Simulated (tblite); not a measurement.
C5H10O (charge -1 and doublet state).
Numbering: `[CH3:1][CH2:2][CH2:3][CH2:4][CH:5][O-:6]` (hydrogens: H7, H8, H9 on C1; H10, H11 on C2; H12, H13 on C3; H14, H15 on C4; H16 on C5)

Computed geometry: GFN2-xTB, gas phase. This method treats the open shell by occupation alone, without spin polarisation.

Problem. List the bond lengths, angles and torsions at this level.

Solution. 
```csv
bond,length (Å),order
C1–C2,1.527,single
C2–C3,1.529,single
C3–C4,1.555,single
C4–C5,1.510,single
C5–O6,1.309,single
"C1–H7, C1–H8, C1–H9",1.090,single
"C2–H10, C2–H11",1.094,single
"C3–H12, C3–H13",1.093,single
"C4–H14, C4–H15",1.099,single
C5–H16,1.120,single
```

Bonds in one row agree within 0.01 Å and their mean is given. Orders are formal, as drawn. A selection of angles:
```csv
angle,degrees
C2–C1–H7,111.3
C2–C1–H8,110.3
H7–C1–H8,108.4
C1–C2–C3,112.8
C1–C2–H10,109.1
C3–C2–H10,109.1
H10–C2–H11,107.4
C2–C3–C4,113.3
C2–C3–H12,109.8
C4–C3–H12,107.9
C4–C3–H13,108.6
H12–C3–H13,107.7
C3–C4–C5,114.4
C3–C4–H14,107.4
C5–C4–H14,110.1
H14–C4–H15,108.2
C4–C5–O6,121.5
C4–C5–H16,112.4
O6–C5–H16,118.2
```

Dihedral angles: C1–C2–C3–C4 -179° (antiperiplanar); C2–C3–C4–C5 -179° (antiperiplanar); C3–C4–C5–O6 80° (synclinal). The mirror-image conformer, all signs reversed, is as good.

The 4 C–C bonds span 1.510 Å (C4–C5, drawn single) to 1.555 Å (C3–C4, drawn single), a spread of 0.045 Å. C5 (carbon bonded to C, O and H) has angles 121.5°, 118.2° and 112.4°, sum 352.1°, 0.21 Å off the plane of its three neighbours.

Point group: C1 (no symmetry element, even within 0.4 Å). Its GFN2-xTB frequencies are all real (lowest 67 cm⁻¹). Whether the extra electron is bound in the gas phase wasn't checked; a finite basis holds it in any case.
